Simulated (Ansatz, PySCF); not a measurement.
Molecule: cyclopropane, C3H6 (charge 0, singlet). 
Geometry from a B3LYP-D3(BJ)/def2-TZVP (Ansatz, a program for electronic structure) optimisation:
SMILES: C1CC1
```xyz
9

C      0.0021     0.8680     0.0015
C      0.7506    -0.4358    -0.0075
C     -0.7527    -0.4321     0.0060
H      0.0117     1.4536     0.9108
H     -0.0045     1.4568    -0.9058
H      1.2503    -0.7291    -0.9208
H      1.2665    -0.7323     0.8958
H     -1.2539    -0.7261     0.9183
H     -1.2701    -0.7229    -0.8983
```

Wanted: vertical ionisation energy (to the doublet state of charge +1; each state is the SCF solution reached for its spin; the molecule has degenerate orbitals, so one determinant may break the symmetry; for the doublet the Hartree-Fock reference is unstable and T1 is 0.010), in eV. Correlated levels leave the core frozen unless marked. UHF or UKS for open shells. Spin-orbit coupling is left out. Non-relativistic. 

| level | program | vertical ionisation energy (eV) |
|---|---|---|
| PBE/def2-TZVPD | Ansatz | 10.74 |
| M06-2X/def2-TZVPD | PySCF | 10.94 |
| wB97M-V/def2-TZVPD | Ansatz | 10.86 |
| B2PLYP/def2-TZVPD | Ansatz | 10.81 |
| RI-MP2/aug-cc-pVTZ | Ansatz | 11.06 |
| CCSD/aug-cc-pVDZ | Ansatz | 10.77 |

For comparison, minus the highest occupied orbital energy (PySCF): 9.58 eV at M06-2X/def2-TZVPD, 9.10 eV at MN15/def2-TZVPD, 7.15 eV at BP86/def2-TZVPD.
